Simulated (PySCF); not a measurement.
A structure optimised at PBE-D3(BJ)/def2-TZVP, used in a PySCF frequency run:

```
C
H 1 1.0947
H 1 1.0947 2 110.39
H 1 1.0947 2 110.39 3 -122.32
Cl 1 1.7900 2 108.54 3 118.84
```
Charge 0, spin multiplicity 1.

**Question.** Write its SMILES, formula and point group.

**Answer.** CCl, CH3Cl, C3v

**Question.** What are its rotational constants (standard atomic weights)?

**Answer.** 155.13, 13.145, 13.145 GHz
